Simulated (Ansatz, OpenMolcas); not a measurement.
Predicting a hybrid from its neighbours: BH2O

BH2O has 4 atoms, charge 0, and is taken as a doublet. SMILES: `[BH]O`. The shape is that of a PBE0-D4/def2-TZVP optimisation.

The electronic atomisation energy y, in eV, basis cc-pVTZ; a is the functional's share of exact exchange. Programs: Ansatz 0.2.0, OpenMolcas 26.06.

| functional | program | a | y (eV) |
| --- | --- | --- | --- |
| UTPSS | OpenMolcas | 0 | 14.23 |
| UBLYP | Ansatz | 0 | 14.26 |
| UB3LYP | Ansatz | 0.2 | 14.21 |
| UPBE0 | Ansatz | 0.25 | 14.16 |
| U-r2SCAN0 | Ansatz | 0.25 | ? |
| UBHLYP | Ansatz | 0.5 | 13.68 |

Question: Fit y = c + s·a to the known rows and predict U-r2SCAN0.

Answer: 
1. Means of the 5 rows: a = 0.1900, y = 14.108.
2. Σ(Δa)² = 0.172, Σ(Δa·Δy) = -0.1806, so the slope is -0.1806/0.172 = -1.05.
3. Intercept: 14.108 − (-1.05) × 0.1900 = 14.308. The largest residual of the fit is 0.11.
4. U-r2SCAN0: 14.308 + (-1.05) × 0.25 = 14.05 eV.

The run gave 14.08 eV, so the prediction is off by -0.03 eV, within the largest residual.
